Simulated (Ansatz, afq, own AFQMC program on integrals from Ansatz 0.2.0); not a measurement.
## GeH, doublet in cc-pVTZ, levels against full CI

```xyz
2

Ge    0.0000    0.0000    0.0000
H     0.0000    0.0000    1.6012
```

Basis cc-pVTZ. Only valence electrons are correlated. AFQMC by an in-house program on the Cholesky factors that Ansatz 0.2.0 writes for its CCSD(T) run. The CISD trial takes its coefficients from CCSD amplitudes. Released means that phaseless walkers are propagated on without the constraint, phases kept. Free projection: walkers drawn from exp(T), propagated without any constraint. Its projection time is finite, and what remains of the start isn't in its error. ± is one standard error of the sampling. No spin–orbit coupling.

Determinant: UHF, the one that the program's search chose, which needn't be the lowest solution. The geometry is a point of a scan.

Full CI on the same integrals is exact in this basis and with this determinant's frozen core.

Cautions: no relativity below Rb; no spin-orbit coupling; inner d shell frozen.

* T1 diagnostic: 0.0151
* weight of the determinant in the CISD state: 0.926
* ⟨S²⟩ of the determinant: 0.765
* size of the correlated space: 5 electrons in 43 orbitals

Reference: full CI, correlation energy -2.710 eV. The released energy is read at 2.40 1/Eh (meV from the phaseless value at times in 1/Eh: -1.2 ± 1.2 at 0.24, -2.8 ± 1.0 at 0.51, -5.2 ± 1.5 at 0.99, -4.2 ± 0.8 at 1.62, -3.9 ± 0.9 at 2.40).

| level | E − E(reference) (kJ/mol) | share of correlation (%) |
| --- | --- | --- |
| HF | 261.5 | 0.00 |
| MP2 | 63.4 | 75.75 |
| CCSD | 8.4 | 96.81 |
| CCSD(T) | 1.8 | 99.32 |
| CCSDT | 0.2 | 99.93 |
| CCSDT(Q) | 0.0 | 99.99 |
| CCSDTQ | 0.0 | 100.00 |
| ph-AFQMC/HF | 3.7 ± 1.8 | 98.59 |
| ph-AFQMC/CISD | 0.5 ± 0.1 | 99.79 |
| released AFQMC | 0.2 ± 0.09 | 99.93 |
| free AFQMC | 0.1 ± 0.09 | 99.95 |

CCSDT and higher add their correlation energy to the determinant of the CCSD(T) run, since their own runs factorise the integrals more tightly (a shift of under 2 meV). Free projections are given only where their last times agree within the noise and don't stop above the reference; a slow remainder of the start can still hide under it. A walk keeps the symmetry of its determinant, which the program's search chose and which needn't be the lowest solution, so a lower state of the same spin and another symmetry isn't excluded. Released energies are given only where the last usable release times agree within the noise; a slower fall can still hide under it.
